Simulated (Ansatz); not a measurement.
# CH5OSi with multiplicity 2: rotation by 120° about the Si2–O3 bond, part 2 of 2

Aim: the minimum-energy path and barrier of the rotation by 120° about the Si2–O3 bond. The ends are relaxed first, then joined by a nudged elastic band. SMILES of the start: [CH2][SiH2]O.

Ansatz 0.2.0; UKS PBE/def2-SVP.

### 5 What the band shows

Images 0 and 6 are the ends. Energies count from image 0; the path length is the program's own measure over all atoms.

| image | path (Å) | energy (eV) | dihedral C1–Si2–O3–H8 (°) | band force (eV/Å) |
| --- | --- | --- | --- | --- |
| 0 | 0.000 | 0.0000 | 58 | - |
| 1 | 0.499 | 0.0081 | 64 | 0.003 |
| 2 | 0.997 | 0.0246 | 78 | 0.017 |
| 3* | 1.496 | 0.0339 | 108 | 0.008 |
| 4 | 1.948 | 0.0206 | 152 | 0.017 |
| 5 | 2.401 | 0.0175 | 180 | 0.009 |
| 6 | 2.854 | 0.0170 | -169 | - |

The star marks the climbing image.

image, energy (eV) and a bar:
```
        0      0.000 
        1      0.008 #######
        2      0.025 ######################
        3      0.034 ##############################
        4      0.021 ##################
        5      0.018 ################
        6      0.017 ###############
```

The top of the band by iteration:

| iteration | highest image above image 0 (eV) | largest band force (eV/Å) |
| --- | --- | --- |
| 1 | 0.1370 | 0.640 |
| 3 | 0.0711 | 0.254 |
| 5 | 0.0475 | 0.280 |
| 7 | 0.0419 | 0.095 |
| 9 | 0.0395 | 0.078 |
| 11 | 0.0368 | 0.072 |
| 13 | 0.0358 | 0.059 |
| 15 | 0.0349 | 0.063 |
| 17 | 0.0341 | 0.036 |
| 19 | 0.0340 | 0.065 |
| 20 | 0.0339 | 0.017 |

The band as a trajectory file:

```xyz
8
image=0 dE=0.0000
C    -0.868    0.523   -0.800
Si    0.661   -0.008    0.112
O     0.307   -0.735    1.594
H    -0.996    0.398   -1.890
H    -1.713    1.022   -0.293
H     1.509    1.175    0.491
H     1.457   -0.914   -0.797
H    -0.265   -1.519    1.527
8
image=1 dE=0.0081
C    -0.863    0.536   -0.812
Si    0.647   -0.038    0.101
O     0.289   -0.657    1.627
H    -0.865    0.717   -1.901
H    -1.813    0.780   -0.304
H     1.583    1.107    0.378
H     1.371   -1.043   -0.767
H    -0.257   -1.461    1.622
8
image=2 dE=0.0246
C    -0.849    0.588   -0.830
Si    0.617   -0.066    0.097
O     0.237   -0.585    1.654
H    -0.753    1.044   -1.832
H    -1.874    0.586   -0.421
H     1.646    1.017    0.275
H     1.258   -1.183   -0.703
H    -0.190   -1.457    1.704
8
image=3 dE=0.0339
C    -0.825    0.662   -0.856
Si    0.570   -0.093    0.100
O     0.086   -0.542    1.651
H    -0.656    1.309   -1.736
H    -1.885    0.501   -0.594
H     1.682    0.915    0.215
H     1.113   -1.310   -0.624
H     0.007   -1.500    1.789
8
image=4 dE=0.0206
C    -0.801    0.722   -0.875
Si    0.520   -0.141    0.086
O    -0.160   -0.640    1.544
H    -0.581    1.398   -1.719
H    -1.871    0.580   -0.647
H     1.687    0.799    0.284
H     1.053   -1.346   -0.666
H     0.246   -1.430    1.937
8
image=5 dE=0.0175
C    -0.785    0.743   -0.881
Si    0.496   -0.187    0.068
O    -0.269   -0.797    1.440
H    -0.559    1.267   -1.826
H    -1.832    0.810   -0.541
H     1.654    0.720    0.431
H     1.087   -1.296   -0.778
H     0.301   -1.317    2.031
8
image=6 dE=0.0170
C    -0.847    0.627   -0.914
Si    0.506   -0.163    0.064
O    -0.207   -0.838    1.434
H    -0.742    0.872   -1.984
H    -1.807    0.918   -0.454
H     1.557    0.853    0.467
H     1.214   -1.193   -0.786
H     0.418   -1.133    2.118
```

### 6 Vibrations at the top

The geometry is the highest inner image of the first converged band.

Input file input.yaml:

```yaml
crystal:
  periodic: [false, false, false]
  atoms:
    - { symbol: C, position_ang: [-0.824666, 0.662367, -0.856324] }
    - { symbol: Si, position_ang: [0.569521, -0.092573, 0.099961] }
    - { symbol: O, position_ang: [0.085567, -0.541954, 1.651227] }
    - { symbol: H, position_ang: [-0.656086, 1.309012, -1.73578] }
    - { symbol: H, position_ang: [-1.884817, 0.500548, -0.594255] }
    - { symbol: H, position_ang: [1.682291, 0.915476, 0.214574] }
    - { symbol: H, position_ang: [1.112804, -1.309557, -0.624072] }
    - { symbol: H, position_ang: [0.007486, -1.500319, 1.78877] }
magnetization:
  spin_polarized: true
  initial_magnetization: 1
basis:
  gaussian: { orbitals: def2-SVP }
hamiltonian:
  xc: pbe
phonons: {}
```

The run is started by

```console
$ ansatz run input.yaml --threads 1 --pin off --max-ram 2048MiB --backend cpu --events-out ev --progress --plain --runs-dir out
```

Standard output, shortened:

```text
Warning: RAYON_NUM_THREADS=1 ignored (pool sized by the plan → 1); use --threads N
[...]
Functional definition: PBE
[...]
787 factors; their error is unknown
[...]
mean field -11029.47782645 eV, -405.3258340734 hartree, gradient 3.7e-5 eV, S^2 0.753278; 0 other end points of the search recorded, 0 dependent functions left out
[...]
reference -11029.47785849 eV, -405.3258352509 hartree; 17, 16 occupied and 54, 55 virtual orbitals, 787 factors
[...]
787 factors; their error is unknown
mean field -11029.47768585 eV, -405.3258289063 hartree, gradient 2.6e-6 eV, S^2 0.753279; 0 other end points of the search recorded, 0 dependent functions left out
[...]
reference -11029.47771789 eV, -405.3258300838 hartree; 17, 16 occupied and 54, 55 virtual orbitals, 787 factors
[...]
787 factors; their error is unknown
mean field -11029.47767560 eV, -405.3258285299 hartree, gradient 1.9e-6 eV, S^2 0.753277; 0 other end points of the search recorded, 0 dependent functions left out
[...]
WARN: phonons: modes at or below zero, which the zero-point energy, F, S and C_V leave out: 1, the lowest at -149.19 cm⁻¹. A minimum has none, and a first-order saddle one
[...]
Total energy: -11029.47785849 eV, -405.3258352509 hartree
Atom 0 at    -0.824666     0.662367    -0.856324 Å, force     0.001897     0.003386     0.003451 eV/Å
Atom 1 at     0.569521    -0.092573     0.099961 Å, force    -0.008174    -0.000991    -0.002224 eV/Å
Atom 2 at     0.085567    -0.541954     1.651227 Å, force     0.002143     0.000229     0.000217 eV/Å
Atom 3 at    -0.656086     1.309012    -1.735780 Å, force    -0.003096    -0.000800    -0.000805 eV/Å
Atom 4 at    -1.884817     0.500548    -0.594255 Å, force    -0.001027     0.000158    -0.003167 eV/Å
Atom 5 at     1.682291     0.915476     0.214574 Å, force     0.002831    -0.004829    -0.000022 eV/Å
Atom 6 at     1.112804    -1.309557    -0.624072 Å, force     0.005203     0.002658     0.002225 eV/Å
Atom 7 at     0.007486    -1.500319     1.788770 Å, force     0.000224     0.000188     0.000324 eV/Å
Dipole moment:    -0.098949    -0.228773    -0.119906 e Å
Vibrations: -149.19 78.41 244.81 457.60 570.59 659.21 686.56 737.58 817.25 863.28 898.18 943.37 1309.11 2092.58 2152.42 3061.42 3167.10 3787.70 cm⁻¹, zero-point energy 1.396507 eV
```

It took 1.9 min on 1 thread of Arm Neoverse N1, shared host; peak memory 0.12 GiB.

Of 18 modes, 1 is imaginary by more than 30 cm⁻¹ (149i cm⁻¹).

### 7 Another band, settings changed

crystal.atoms is end A as relaxed above, and neb.final_atoms is end B, turned to lie on A. With 5 inner images the band has 7 in all.

Input file input.yaml:

```yaml
crystal:
  periodic: [false, false, false]
  atoms:
    - { symbol: C, position_ang: [-0.867515, 0.522962, -0.80046] }
    - { symbol: Si, position_ang: [0.660954, -0.007844, 0.112389] }
    - { symbol: O, position_ang: [0.307214, -0.734825, 1.594148] }
    - { symbol: H, position_ang: [-0.99627, 0.398388, -1.890037] }
    - { symbol: H, position_ang: [-1.712569, 1.022223, -0.293346] }
    - { symbol: H, position_ang: [1.508694, 1.175272, 0.490829] }
    - { symbol: H, position_ang: [1.456659, -0.91398, -0.796876] }
    - { symbol: H, position_ang: [-0.265068, -1.519196, 1.527453] }
magnetization:
  spin_polarized: true
  initial_magnetization: 1
basis:
  gaussian: { orbitals: def2-SVP }
hamiltonian:
  xc: pbe
neb:
  order_check: false
  images: 5
  f_tol: 0.03
  max_iterations: 60
  initial_path: linear
  final_atoms:
    - { symbol: C, position_ang: [-0.8898059, 0.59441625, -0.89432953] }
    - { symbol: Si, position_ang: [0.51678054, -0.12078671, 0.06478061] }
    - { symbol: O, position_ang: [-0.14826515, -0.93105833, 1.3838696] }
    - { symbol: H, position_ang: [-0.79391078, 0.90501437, -1.94874834] }
    - { symbol: H, position_ang: [-1.878676, 0.77072868, -0.4374255] }
    - { symbol: H, position_ang: [1.46534826, 0.96341675, 0.53951849] }
    - { symbol: H, position_ang: [1.32824424, -1.03431133, -0.82600322] }
    - { symbol: H, position_ang: [0.49238378, -1.20441969, 2.0624379] }
```

The run is started by

```console
$ ansatz run input.yaml --threads 1 --pin off --max-ram 2048MiB --backend cpu --events-out ev --progress --plain --runs-dir out
```

Standard output, shortened:

```text
Warning: RAYON_NUM_THREADS=1 ignored (pool sized by the plan → 1); use --threads N
[...]
[... 1 set-up line as earlier in the session ...]
[...]
787 factors; their error is unknown
[...]
mean field -11029.51173415 eV, -405.3270801586 hartree, gradient 8.9e-6 eV, S^2 0.753191; 0 other end points of the search recorded, 0 dependent functions left out
[...]
reference -11029.51176594 eV, -405.3270813267 hartree; 17, 16 occupied and 54, 55 virtual orbitals, 787 factors
787 factors; their error is unknown
[...]
mean field -11029.49469189 eV, -405.3264538669 hartree, gradient 3.4e-5 eV, S^2 0.753255; 0 other end points of the search recorded, 0 dependent functions left out
[...]
reference -11029.49472436 eV, -405.3264550602 hartree; 17, 16 occupied and 54, 55 virtual orbitals, 787 factors
NEB end point (image 0): max|allowed force component| = 9.110e-3 eV/Å (the criterion of neb.relax_end_points is 1.000e-2)
[...]
NEB iter  18: max|band force component| = 2.757e-2 eV/Å  barrier→ = 0.0340 eV  barrier← = 0.0169 eV  CI = image 3  Δτ_max = 0.0000 Å  (271 SCF iters)
Total energy: -11029.47779207 eV, -405.3258328101 hartree
Atom 0 at    -0.858761     0.607647    -0.867842 Å, force     0.004331     0.001236     0.004077 eV/Å
Atom 1 at     0.569097    -0.066329     0.098548 Å, force    -0.001265    -0.001192    -0.009071 eV/Å
Atom 2 at     0.101742    -0.505768     1.657209 Å, force    -0.003140    -0.000275     0.009028 eV/Å
Atom 3 at    -0.721828     1.200533    -1.789589 Å, force     0.000476     0.001746    -0.000909 eV/Å
Atom 4 at    -1.909269     0.450085    -0.567628 Å, force    -0.001761    -0.002592    -0.000534 eV/Å
Atom 5 at     1.640240     0.989296     0.189350 Å, force    -0.000626    -0.000512    -0.000027 eV/Å
Atom 6 at     1.168044    -1.270334    -0.602654 Å, force     0.000146    -0.000618     0.000556 eV/Å
Atom 7 at     0.102834    -1.462131     1.826706 Å, force     0.001840     0.002208    -0.003119 eV/Å
Dipole moment:    -0.077650    -0.235083    -0.109785 e Å
this run last wrote the band of iteration 18 to <dir>
```

Run time: 6.3 min. Hardware: 1 thread of Arm Neoverse N1, shared host; peak memory 0.13 GiB.

### 8 Images and barrier

The 5 inner images lie between the fixed ends 0 and 6. Energy is taken from image 0, and the path length is the program's own coordinate along the band.

| image | path (Å) | energy (eV) | dihedral C1–Si2–O3–H8 (°) | band force (eV/Å) |
| --- | --- | --- | --- | --- |
| 0 | 0.000 | 0.0000 | 58 | - |
| 1 | 0.483 | 0.0076 | 64 | 0.002 |
| 2 | 0.965 | 0.0241 | 80 | 0.017 |
| 3* | 1.448 | 0.0340 | 111 | 0.010 |
| 4 | 1.852 | 0.0228 | 150 | 0.028 |
| 5 | 2.256 | 0.0178 | 178 | 0.022 |
| 6 | 2.660 | 0.0170 | -169 | - |

The star marks the climbing image.

image, energy (eV) and a bar:
```
        0      0.000 
        1      0.008 #######
        2      0.024 #####################
        3      0.034 ##############################
        4      0.023 ####################
        5      0.018 ################
        6      0.017 ###############
```

### 9 Results

What follows sums up all 2 parts.

| quantity | value |
| --- | --- |
| end A | 6 moves, 0.339 eV lower |
| end B | 10 moves, 0.296 eV lower |
| first band: barrier forwards | 0.034 eV |
| first band: barrier backwards | 0.017 eV |
| first band: second end relative to first | +0.017 eV |
| first band: highest image | 3 of 0 to 6, climbing |
| first band: band iterations | 20 |
| imaginary modes at the top | 149i cm⁻¹ |
| second band | top 0.034 eV above image 0, 18 iterations, 5 inner images |
| time, first and second band | 6.4 min and 6.3 min |

In words: In the first band: along this path the system climbs 0.034 eV from the first end (1.3 kT at 300 K). Going back costs 0.017 eV, since the second end is 0.017 eV above the first. The listed dihedral goes from 58° at end A through 108° at the highest image to -169° at end B. One imaginary mode, as a first-order saddle point has. The second band's top agrees with the first's to 1 meV, so the changed settings hardly move the height. Zero-point energy and entropy are left out.
